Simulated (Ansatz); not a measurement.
C2H7FN2, SMILES `CC(N)(N)F`, relaxed with RKS PBE0-D4/def2-TZVP in Ansatz 0.2.0 from a PBE-D4/def2-SVP geometry. The force threshold is 0.005 eV/Å; the program also tests the step.

Total charge 0; spin multiplicity 1.

Start:

```xyz
12

C     0.307   -0.412   -1.158
C    -0.259   -0.060    0.222
N     0.639   -0.442    1.257
N    -0.604    1.327    0.437
F    -1.503   -0.762    0.298
H    -0.423   -0.134   -1.942
H     0.499   -1.501   -1.246
H     1.257    0.128   -1.336
H     0.202   -0.256    2.168
H     0.870   -1.439    1.197
H    -1.232    1.653   -0.306
H     0.248    1.899    0.409
```

Problem. By how much does the energy fall, and how many steps does the optimiser take? (Estimate.)

Solution. The calculation gave: 0.05 eV, in 6 steps.

Problem. Which bonds change most? (An estimate is asked.)

Solution. Ansatz gave: C1–H7 from 1.109 to 1.092 Å; C1–H8 from 1.107 to 1.091 Å; C1–H6 from 1.107 to 1.091 Å; C2–F5 from 1.430 to 1.414 Å.

Problem. Give the relaxed structure. (An estimate is asked.)

Solution. The calculation gave: 
```xyz
12

C     0.303   -0.414   -1.151
C    -0.260   -0.060    0.212
N     0.625   -0.444    1.245
N    -0.599    1.317    0.423
F    -1.491   -0.750    0.296
H    -0.414   -0.140   -1.926
H     0.493   -1.487   -1.227
H     1.238    0.122   -1.320
H     0.207   -0.254    2.147
H     0.876   -1.420    1.179
H    -1.218    1.648   -0.306
H     0.240    1.881    0.428
```
